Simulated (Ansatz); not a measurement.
`C1=NCS1`, relaxed with RKS PBE0-D4/def2-TZVP in the Gaussian-basis code of Ansatz from a PBE-D4/def2-SVP geometry. The force threshold is 0.005 eV/Å; the program also tests the step.

Total charge 0; spin multiplicity 1.

Start:

```xyz
7

C    -0.419   -0.921    0.551
N    -0.832   -0.281   -0.497
C     0.248    0.693   -0.478
S     1.051   -0.062    1.057
H    -0.879   -1.807    1.028
H    -0.086    1.735   -0.300
H     0.918    0.642   -1.361
```

**Question.** By how much does the energy fall, and how many steps does the optimiser take? (An estimate is asked.)

**Answer.** Computed: 0.05 eV, in 5 steps.

**Question.** Which bonds change most? (Best estimate.)

**Answer.** Computed: C3–S4 from 1.890 to 1.852 Å; C1–S4 from 1.776 to 1.750 Å; C1–H5 from 1.106 to 1.087 Å; C3–H6 from 1.109 to 1.090 Å.

**Question.** Give the relaxed structure. (Best estimate.)

**Answer.** Computed: 
```xyz
7

C    -0.416   -0.917    0.551
N    -0.818   -0.283   -0.483
C     0.257    0.694   -0.471
S     1.031   -0.058    1.034
H    -0.874   -1.787    1.013
H    -0.085    1.715   -0.298
H     0.905    0.637   -1.346
```
